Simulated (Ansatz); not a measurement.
bcc Fe

The numbers are results of PBE0 in Ansatz (PAW), not measurements.

Run with plane-wave cutoff 460 eV, 16×16×16 k mesh, Fermi–Dirac smearing 0.05 eV, spin-polarised with parallel moments, scalar-relativistic PAW data made under PBE.

Cell: relaxed at this level.

```
Property                                                           Result
----------------------------------------------------------  -------------
volume per atom                                             12.32 Å³/atom
bulk modulus                                                      170 GPa
lattice constant a                                                2.910 Å
magnetic moment per atom (the cell's total over its atoms)        2.87 μB
```

Measured, for comparison: equilibrium volume per atom 11.61 Å³/atom, lattice constant a 2.853 Å (static lattice: zero-point anharmonic expansion removed; as tabulated in Mejia-Rodriguez and Trickey (2018), arXiv:1807.09216); bulk modulus 174 GPa (corrected for temperature and zero-point phonon effects, our sources range from 170 to 175; as tabulated in Levämäki et al. (2014), arXiv:1402.3671). Computed (rounded) less measured: equilibrium volume per atom +6.1 %, bulk modulus -2 % (0.0 % to -3 % over the range), lattice constant a +2.0 %.

Moments are spin moments.

Computed values are for the static lattice.

Ansatz is an electronic-structure program.
